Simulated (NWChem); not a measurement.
Molecule: formaldehyde (CH$_{2}$O); SMILES C=O

Program: NWChem. Pople sets run with spherical d functions. Each level has its own optimisation. Computed dipoles belong to the equilibrium geometry; the measured one is vibrationally averaged.

Measured dipole moment: 2.33 D (NIST CCCBDB, as tabulated in the package chemicals).

```json
[
 {"level": "Hartree-Fock/STO-3G", "dipole moment (D)": "___", "computed − measured": "___"},
 {"level": "Hartree-Fock/3-21G", "dipole moment (D)": "___", "computed − measured": "___"},
 {"level": "Hartree-Fock/6-31G*", "dipole moment (D)": "2.66", "computed − measured": "+0.33"},
 {"level": "B3LYP/6-31G*", "dipole moment (D)": "2.18", "computed − measured": "-0.15"},
 {"level": "LDA (Slater exchange, VWN5)/def2-SVP", "dipole moment (D)": "1.98", "computed − measured": "-0.35"},
 {"level": "PBE/def2-SVP", "dipole moment (D)": "1.96", "computed − measured": "-0.37"},
 {"level": "BLYP/def2-SVP", "dipole moment (D)": "1.94", "computed − measured": "-0.39"},
 {"level": "PBE0/def2-SVP", "dipole moment (D)": "2.18", "computed − measured": "-0.15"}
]
```

Question: Complete the blanks.

Answer: 
- Hartree-Fock/STO-3G, dipole moment (D): 1.54
- Hartree-Fock/STO-3G, computed − measured: -0.79
- Hartree-Fock/3-21G, dipole moment (D): 2.66
- Hartree-Fock/3-21G, computed − measured: +0.33
